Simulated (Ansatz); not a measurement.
The same path of FH5Si2 + H2 (10 atoms, charge 0, multiplicity 1) was run twice with different band settings. Lost on the way: Si1–Si2, H9–H10. Made: Si1–H9, Si2–H10.

Theory: Ansatz, RKS B3LYP-D4/6-31G*.

Relaxed end points:

```xyz
10
Properties=species:S:1:pos:R:3
Si 0.319 -0.006 0.199
Si 0.423 0.000 2.542
H -0.956 -0.162 3.086
H 1.261 -1.124 3.044
H 0.985 1.280 3.053
F 1.814 0.098 -0.424
H -0.478 1.149 -0.301
H -0.306 -1.263 -0.295
H -2.996 0.189 0.373
H -3.077 -0.160 1.024
```

```xyz
10
Properties=species:S:1:pos:R:3
Si -0.471 0.139 -0.818
Si -0.150 -0.148 3.253
H -0.540 -0.588 4.620
H 0.873 -1.081 2.717
H 0.392 1.231 3.318
F 0.569 0.733 0.269
H 0.018 0.491 -2.175
H -0.535 -1.337 -0.674
H -1.810 0.738 -0.595
H -1.357 -0.178 2.386
```

Common settings: spring 5.0 eV/Å²; optimiser quadratic models (default); start path through a guess of the saddle point; force threshold 0.05 eV/Å; iteration limit 60; end points relaxed.

| run | movable images | climbing image |
| --- | --- | --- |
| 1 | 7 | yes |
| 2 | 3 | no |

Problem. What does each run give, and how far can it be trusted?

Solution. Run 1: converged after 26 iterations, highest image 2.600 eV above the first end. Neighbouring images differ by up to 2.0 eV, so the band resolves the path poorly. A vibrational analysis at the climbing image gives one clearly imaginary mode, 1368i cm⁻¹: a first-order saddle point.
Run 2: converged after 31 iterations, highest image 0.384 eV above the first end. No image climbed, so the highest image needn't sit at the top of the path. A band with more images between the same ends climbed to 2.60 eV, so this one has probably stepped over the top. So few images can step over the top or miss a turn of the path.
The orbitals stay closed-shell, which can raise the energy where a bond breaks towards radicals; this wasn't checked here.
